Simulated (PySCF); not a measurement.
These 2 structures share the formula C4H7 (doublet state). Theory: PBE0-D3(BJ)/def2-SVP geometry optimisation, gas phase (PySCF). Energies are electronic, without zero-point or thermal terms, for one conformer each. No frequencies were run at this level. Point groups hold within 0.08 Å. The open-shell SCF solutions weren't tested for stability.

**Question.** Order them by energy at this level, lowest first, and give relative energies in kJ/mol.
A. `C[C@@H]1[CH]C1` [radical]
B. `[H]/[C:1]=[CH:2]/[CH2:3][CH3:4]` (doublet state) with C1–C2–C3–C4 -120°

**Answer.** A (0.0), B (12.9).

As drawn, the lower has a three-membered ring, which the higher lacks. Neighbours under 21 kJ/mol apart (C[C@@H]1[CH]C1 and [H]/[C]=C/CC) can change places with a better method, another conformer or zero-point energy.

```json
{"SMILES": "C[C@@H]1[CH]C1", "E (Eh)": "-156.23397", "E rel (kJ/mol)": "0.0", "dipole (D)": "0.55", "point group": "–", "A, B, C (MHz)": "17344, 6485, 5683", "⟨S²⟩": "0.754"}
{"SMILES": "[H]/[C]=C/CC", "E (Eh)": "-156.22904", "E rel (kJ/mol)": "12.9", "dipole (D)": "0.70", "point group": "C1", "A, B, C (MHz)": "24900, 4316, 4173", "⟨S²⟩": "0.766"}
```

**Question.** How do the relative energies change in single points at B3LYP/IGLO-III on C, pcH-1 on H (no added dispersion term) on the same geometries?

**Answer.** 
| SMILES | PBE0-D3(BJ)/def2-SVP (kJ/mol) | B3LYP/IGLO-III on C, pcH-1 on H (kJ/mol) | shift |
| --- | --- | --- | --- |
| C[C@@H]1[CH]C1 | 0.0 | 20.7 | +20.7 |
| [H]/[C]=C/CC | 12.9 | 0.0 | -12.9 |

Each column counts from its own lowest isomer. [H]/[C]=C/CC becomes the lowest; the largest shift is 20.7 kJ/mol.

**Question.** As an exercise, what shares would exp(−E/RT) give at 298.15 K from these electronic energies alone (no entropy, no degeneracies)?

**Answer.** RT = 2.479 kJ/mol: C[C@@H]1[CH]C1 99.5 %, [H]/[C]=C/CC 0.5 %.
